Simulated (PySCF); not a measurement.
Compound: 2-methyl-1-butene, C5H10.
Numbering: `[CH2:1]=[C:2]([CH3:3])[CH2:4][CH3:5]` (hydrogens: H6, H7 on C1; H8, H9, H10 on C3; H11, H12 on C4; H13, H14, H15 on C5)

The same species was optimised twice, with GFN2-xTB and with PBE0-D3(BJ)/def2-SVP (PySCF), and the same property calculations (PySCF, gas phase) were run on both structures.

| coordinate | GFN2-xTB | PBE0-D3(BJ)/def2-SVP | change |
| --- | --- | --- | --- |
| C1–H7 (Å) | 1.077 | 1.094 | +0.017 |
| C1–H6 (Å) | 1.077 | 1.094 | +0.017 |
| C1=C2 (Å) | 1.323 | 1.338 | +0.015 |
| C3–H8 (Å) | 1.090 | 1.103 | +0.013 |
| C5–H14 (Å) | 1.087 | 1.101 | +0.014 |
| C3–H10 (Å) | 1.089 | 1.102 | +0.013 |
| C5–H15 (Å) | 1.088 | 1.101 | +0.013 |
| C5–H13 (Å) | 1.088 | 1.100 | +0.012 |
| C4–H12 (Å) | 1.093 | 1.106 | +0.013 |
| C3–H9 (Å) | 1.087 | 1.099 | +0.012 |
| C4–H11 (Å) | 1.092 | 1.101 | +0.009 |
| C4–C5 (Å) | 1.530 | 1.527 | -0.003 |
| C2–C3 (Å) | 1.498 | 1.500 | +0.002 |
| C2–C4 (Å) | 1.505 | 1.507 | +0.002 |
| C2–C4–C5 (°) | 111.7 | 113.9 | +2.2 |
| H11–C4–H12 (°) | 108.1 | 106.3 | -1.8 |
| H8–C3–H10 (°) | 107.7 | 106.5 | -1.2 |
| C4–C5–H14 (°) | 110.9 | 112.0 | +1.1 |
| H6–C1–H7 (°) | 116.1 | 117.2 | +1.1 |
| H13–C5–H14 (°) | 108.3 | 107.3 | -1.0 |
| C2–C3–H10 (°) | 110.5 | 111.4 | +0.9 |
| H14–C5–H15 (°) | 108.5 | 107.6 | -0.9 |
| C1–C2–C4–C5 (°) | -103 | -113 | -10 |

Rotational constants: A = 7194, B = 3814, C = 2937 MHz (GFN2-xTB) against A = 7239, B = 3754, C = 2853 MHz (PBE0-D3(BJ)/def2-SVP). Point groups within 0.08 Å: C1 and C1. Atoms that the bonding makes alike are paired by their places after alignment.

On the GFN2-xTB structure: lowest singlet, TDDFT (eV) 6.43 [B3LYP/def2-SVPD]; lowest triplet, Tamm–Dancoff (eV) 4.47 [B3LYP/def2-SVPD]; isotropic polarisability (au) 63.1 [B3LYP/def2-SVPD]; HOMO (eV) -6.86 [B3LYP/def2-SVPD]; LUMO (eV) 0.22 [B3LYP/def2-SVPD]; dipole (D) 0.54 [B3LYP/def2-SVPD]; HOMO (eV) -7.06 [PBE0/pcSseg-1]; LUMO (eV) 0.63 [PBE0/pcSseg-1]; dipole (D) 0.54 [PBE0/pcSseg-1]; GIAO shielding of C1 (ppm) 70.6 [PBE0/pcSseg-1]; GIAO shielding of C2 (ppm) 29.5 [PBE0/pcSseg-1]; GIAO shielding of C3 (ppm) 162.7 [PBE0/pcSseg-1]; GIAO shielding of C4 (ppm) 150.5 [PBE0/pcSseg-1]; GIAO shielding of C5 (ppm) 169.3 [PBE0/pcSseg-1].

Question: What do these properties become on the PBE0-D3(BJ)/def2-SVP structure?

Answer: 
| property | level | on GFN2-xTB | on PBE0-D3(BJ)/def2-SVP | change |
| --- | --- | --- | --- | --- |
| lowest singlet, TDDFT (eV) | B3LYP/def2-SVPD | 6.43 | 6.39 | -0.04 |
| lowest triplet, Tamm–Dancoff (eV) | B3LYP/def2-SVPD | 4.47 | 4.34 | -0.13 |
| isotropic polarisability (au) | B3LYP/def2-SVPD | 63.1 | 64.5 | +1.4 |
| HOMO (eV) | B3LYP/def2-SVPD | -6.86 | -6.84 | +0.02 |
| LUMO (eV) | B3LYP/def2-SVPD | 0.22 | 0.13 | -0.09 |
| dipole (D) | B3LYP/def2-SVPD | 0.54 | 0.55 | +0.01 |
| energy, GFN2-xTB geometry as zero (kcal/mol) | B3LYP/def2-SVPD | 0.0 | -1.2 | -1.2 |
| HOMO (eV) | PBE0/pcSseg-1 | -7.06 | -7.03 | +0.03 |
| LUMO (eV) | PBE0/pcSseg-1 | 0.63 | 0.53 | -0.10 |
| dipole (D) | PBE0/pcSseg-1 | 0.54 | 0.56 | +0.02 |
| energy, GFN2-xTB geometry as zero (kcal/mol) | PBE0/pcSseg-1 | 0.0 | -0.6 | -0.6 |
| GIAO shielding of C1 (ppm) | PBE0/pcSseg-1 | 70.6 | 66.0 | -4.6 |
| GIAO shielding of C2 (ppm) | PBE0/pcSseg-1 | 29.5 | 28.0 | -1.5 |
| GIAO shielding of C3 (ppm) | PBE0/pcSseg-1 | 162.7 | 161.6 | -1.1 |
| GIAO shielding of C4 (ppm) | PBE0/pcSseg-1 | 150.5 | 148.8 | -1.7 |
| GIAO shielding of C5 (ppm) | PBE0/pcSseg-1 | 169.3 | 168.7 | -0.6 |

The heavy atoms differ by 0.071 Å rms after alignment (one structure mirrored). Among all bonds C1–H6 and C1–H7 change most and about equally (+0.017 Å). Changes are differences of the printed values. Neither structure is proved a minimum here.

Shape of the structure used: `[CH2:1]=[C:2]([CH3:3])[CH2:4][CH3:5]`: C1–C2–C4–C5 -113°.
